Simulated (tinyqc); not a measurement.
Hueckel theory of the pi electrons, for the molecule c1cc[nH]c1 (SMILES; centres numbered as the heavy atoms are written), step by step. One step of it, computed by the program tinyqc.

Task: Energy, charges, bond orders. E = sum n x; q_r = z_r - P_rr; bond order p = P_rs; free valence = sqrt(3) - sum of p over the bonds of the atom.

x values: 2.319584  1.188675  0.618034  -1.008258  -1.618034

occupations: 2.000000  2.000000  2.000000  0.000000  0.000000

charge and bond-order matrix P, lower triangle:
```
           1C         2C         3C        4N        5C
1C   1.105560
2C   0.552773   1.105560
3C  -0.104136   0.790292   1.034618
4N  -0.218847  -0.218847   0.439501  1.719645
5C   0.790292  -0.104136  -0.412596  0.439501  1.034618
```

Centres:
```
centre  z_r, pi electrons of the neutral centre         h
1C                                            1  0.000000
2C                                            1  0.000000
3C                                            1  0.000000
4N                                            2  1.500000
5C                                            1  0.000000
```

Bonds:
```
i  j         k
1  2         1
2  3         1
3  4  0.800000
4  5  0.800000
5  1         1
```

Give: pi energy = 6 alpha + this times beta; pi charges; Bond orders and lengths from R = 1.517 - 0.180 p; free valence of the carbons; gap between the highest filled and the next level.

Result:

pi energy = 6 alpha + this times beta = 8.2526

pi charges: 1C -0.1056, 2C -0.1056, 3C -0.0346, 4N 0.2804, 5C -0.0346

Bond orders and lengths from R = 1.517 - 0.180 p (angstrom, C-C alone):
```
bond       p       R
1-2   0.5528  1.4175
2-3   0.7903  1.3747
3-4   0.4395       -
4-5   0.4395       -
5-1   0.7903  1.3747
```

free valence of the carbons: 1C 0.3890, 2C 0.3890, 3C 0.5023, 5C 0.5023

gap between the highest filled and the next level = 1.6263 |beta|
